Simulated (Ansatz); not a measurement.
Basis-set extrapolation for CH5OSi, SMILES `C[SiH]O` radical (PBE0-D4/def2-TZVP geometry, frozen core, the Gaussian-basis code of Ansatz). Multiplicity 2, UHF reference.

|  | def2-TZVPP | def2-QZVPP |
| --- | --- | --- |
| HF | -404.651115 | -404.666350 |
| MP2 correlation | -0.525133 | -0.564528 |
| CCSD(T) correlation | -0.575108 | not run |

Energies in hartree. Use E(X) = E(∞) + A·exp(−7.88·√X) for Hartree–Fock and E(X) = E(∞) + B·X^(−2.97) for correlation, with X = 3 and 4, and add CCSD(T) minus MP2 of the smaller set to the MP2 limit.

Question: What is the CCSD(T) energy at the basis-set limit?

Answer: HF limit: -404.666350 + (-0.015235) × 0.13774 = -404.66845. MP2 limit: -0.564528 + (-0.039395) × 0.74074 = -0.59371. Higher-order term: -0.575108 − (-0.525133) = -0.04997. Total: -405.31213 hartree, 2.34 eV below CCSD(T)/def2-TZVPP.
